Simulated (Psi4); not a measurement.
**Two attempts at [PHF3]+ (SMILES F[PH+](F)F)**

Wanted: the charge distribution of [PHF3]+, HF/aug-pcseg-2 (sfX2C, density fitting).

The calculation is run with Psi4 1.11.

2 further runs of the same task are left out: 1 that didn't finish, 1 set aside as unsound or not needed.

## 1. Starting point

[PHF3]+ has 5 atoms, charge +1, and is taken as a singlet. SMILES: `F[PH+](F)F`. The shape is that of a GFN2-xTB optimisation.

Bond lengths: F1–P2 1.523 Å, P2–F3 1.524 Å, P2–F4 1.524 Å, P2–H5 1.373 Å. Angles: F1–P2–F3 103.7°, F1–P2–F4 103.7°, F3–P2–F4 103.7°, F1–P2–H5 114.8°, F3–P2–H5 114.7°, F4–P2–H5 114.8°.

## 2. The input as first written

f3hp.xyz reads:

```xyz
5
F3HP
F     -0.656630    -0.057650     1.326690
P      0.069480     0.083300    -0.005190
F      0.694150    -1.289710    -0.222090
F     -1.059590     0.131070    -1.027050
H      0.952580     1.133000    -0.072370
```

f3hp.py reads:

```python
import psi4

psi4.set_memory(1600000000)
psi4.set_num_threads(1)
psi4.set_output_file('f3hp.out', False)

with open('f3hp.xyz') as f:
    atoms = ''.join(f.readlines()[2:])
molecule = psi4.geometry('2 1\n' + atoms + 'no_reorient\nno_com')

psi4.set_options({
    'scf_type': 'df',
    'relativistic': 'x2c',
})

energy_value, wavefunction = psi4.energy('scf/aug-pcseg-2', molecule=molecule, return_wfn=True)
psi4.oeprop(wavefunction, 'NO_OCCUPATIONS', 'DIPOLE', 'ESP_AT_NUCLEI', 'MBIS_CHARGES')
print('E =', round(energy_value, 9))
```

On the command line:

```
$ python f3hp.py
```

f3hp.out:

```text
-----------------------------------------------------------------------
                               Psi4 1.11 release

    h
    h
    h

    -----------------------------------------------------------------------

    Memory:     1.5 GiB
    Threads:    1
                ecpint, einsums, f̶o̶r̶t̶e̶, gauxc, gcp, g̶d̶m̶a̶, geometric, g̶p̶u̶_̶d̶f̶c̶c̶,
                i̶n̶t̶e̶g̶r̶a̶t̶o̶r̶x̶x̶, i̶p̶i̶, libefp, m̶d̶i̶, m̶p̶2̶d̶, m̶r̶c̶c̶, ooo,
                o̶p̶e̶n̶f̶e̶r̶m̶i̶o̶n̶p̶s̶i̶4̶, pcmsolver, p̶s̶i̶4̶f̶o̶c̶k̶c̶i̶, p̶s̶i̶x̶a̶s̶,
                p̶y̶e̶i̶n̶s̶u̶m̶s̶, r̶e̶s̶p̶, s̶i̶m̶i̶n̶t̶, s̶n̶s̶m̶p̶2̶,
                v̶2̶r̶d̶m̶_̶c̶a̶s̶s̶c̶f̶
```

On the terminal:

```text
Traceback (most recent call last):
  File "f3hp.py", line 9, in <module>
    molecule = psi4.geometry('2 1\n' + atoms + 'no_reorient\nno_com')
qcelemental.exceptions.ValidationError: Inconsistent or unspecified chg/mult: sys chg: None, frag chg: [2.0], sys mult: None, frag mult: [1]
```

Wall time 1.4 s (1 thread of Intel Xeon Platinum 8259CL at 2.50GHz (Skylake/Cascade Lake), shared host); peak memory 0.13 GiB.

## 3. What went wrong

The program refused the input.

The log says `qcelemental.exceptions.ValidationError: Inconsistent or unspecified chg/mult: sys chg: None, frag chg: [2.0], sys mult: None, frag mult: [1]`. The fault: charge and multiplicity as typed don't fit the electron count or the species meant. To mend it: charge 1 in place of 2. That is the species meant; for the charge typed, the multiplicity would have to change.

## 4. The mended input

f3hp.xyz is that of step 2.

calc.py reads:

```python
import psi4

psi4.set_memory('1600 MB')
psi4.set_num_threads(1)
psi4.core.set_output_file('f3hp.out', False)

with open('f3hp.xyz') as f:
    atoms = ''.join(f.readlines()[2:])
m = psi4.geometry('1 1\n' + atoms + 'no_reorient\nno_com')

psi4.set_options({
    'scf_type': 'df',
    'relativistic': 'x2c',
})

result, w = psi4.energy('scf/aug-pcseg-2', molecule=m, return_wfn=True)
psi4.oeprop(w, 'NO_OCCUPATIONS', 'DIPOLE', 'ESP_AT_NUCLEI', 'MBIS_CHARGES')
print(f'total energy {result:.8f} hartree = {result * 27.211386:.5f} eV')
```

On the command line:

```
$ python calc.py
```

f3hp.out:

```text
[...]
  Running in c1 symmetry.
[...]
  Nuclear repulsion =  205.959217613234301
[...]
  Multiplicity = 1
[...]
  Nalpha       = 21
  Nbeta        = 21
[...]
    Number of basis functions: 211
[...]
    WARNING: The X2C and Dirac Hamiltonians have substatially different eigenvalues!
             This is probably caused by the recontraction of the basis set.
[...]
   @DF-RHF iter   1:  -640.43987255858656    1.34905e-01   2.51541e-03 DIIS/ADIIS
[...]
   @DF-RHF iter   7:  -640.55973242302366   -5.72209e-07   4.77964e-07 DIIS
[...]
    Orbital Energies [Eh]
    ---------------------
    Doubly Occupied:
       1A    -80.674045     2A    -26.654394     3A    -26.654361
       4A    -26.654179     5A     -8.019252     6A     -5.888800
       7A     -5.888796     8A     -5.887067     9A     -1.988478
      10A     -1.933978    11A     -1.933805    12A     -1.222635
      13A     -1.081090    14A     -1.078744    15A     -1.078717
      16A     -1.005591    17A     -1.005553    18A     -0.968583
      19A     -0.968507    20A     -0.949782    21A     -0.928919
[...]
  @DF-RHF Final Energy:  -640.55973242302366
   => Energetics <=
    Nuclear Repulsion Energy =            205.9592176132343013
    One-Electron Energy =               -1288.1072409806074575
    Two-Electron Energy =                 441.5882909443494668
    Total Energy =                       -640.5597324230236609
[...]
 Multipole Moments:
 ------------------------------------------------------------------------------------
     Multipole            Electronic (a.u.)      Nuclear  (a.u.)        Total (a.u.)
 ------------------------------------------------------------------------------------
 L = 1.  Multiply by 2.5417464519 to convert [e a0] to [Debye]
 Dipole X            :         14.2857027          -13.6133035            0.6723991
 Dipole Y            :         16.9867330          -16.1838224            0.8029106
 Dipole Z            :         -1.0856789            1.0350597           -0.0506192
 Magnitude           :                                                    1.0484981
[...]
```

Standard output:

```text
total energy -640.55973242 hartree = -17430.51814 eV
```

Run time: 9.6 s. Hardware: 1 thread of Intel Xeon Platinum 8259CL at 2.50GHz (Skylake/Cascade Lake), shared host; peak memory 0.35 GiB.

Atomic charges (e):

| atom | MBIS |
| --- | --- |
| F1 | -0.347 |
| P2 | +2.044 |
| F3 | -0.347 |
| F4 | -0.347 |
| H5 | -0.003 |

## 5. Results

At HF/aug-pcseg-2 (sfX2C, density fitting):

| quantity | value |
| --- | --- |
| total energy | -640.55973 Eh |
| HOMO energy | -25.28 eV |
| LUMO energy | -3.80 eV |
| HOMO–LUMO gap | 21.47 eV |
